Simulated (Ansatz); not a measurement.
Molecule: CS, net charge 1, doublet state. SMILES of the parent species: [C-]#[S+]

Atoms: C1, S2. Bonds: C1-S2.

Bond lengths (Å) and angles (degrees) optimised at PBE/6-31G* with Ansatz (a quantum-chemistry and plane-wave program); B3LYP/LANL2DZ with Ansatz; B3LYP/6-31G* with Ansatz, each started from the B3LYP-D3(BJ)/def2-TZVP structure (Ansatz) of the last column. A row stands for all coordinates that are equal there. 6-31G* holds six Cartesian d functions.

| coordinate | PBE/6-31G* | B3LYP/LANL2DZ | B3LYP/6-31G* | B3LYP-D3(BJ)/def2-TZVP |
|---|---|---|---|---|
| C1-S2 | 1.511 | 1.548 | 1.499 | 1.486 |

Mean signed difference of all 1 bond lengths from B3LYP-D3(BJ)/def2-TZVP: PBE/6-31G* 0.025 Å, B3LYP/LANL2DZ 0.062 Å, B3LYP/6-31G* 0.013 Å.
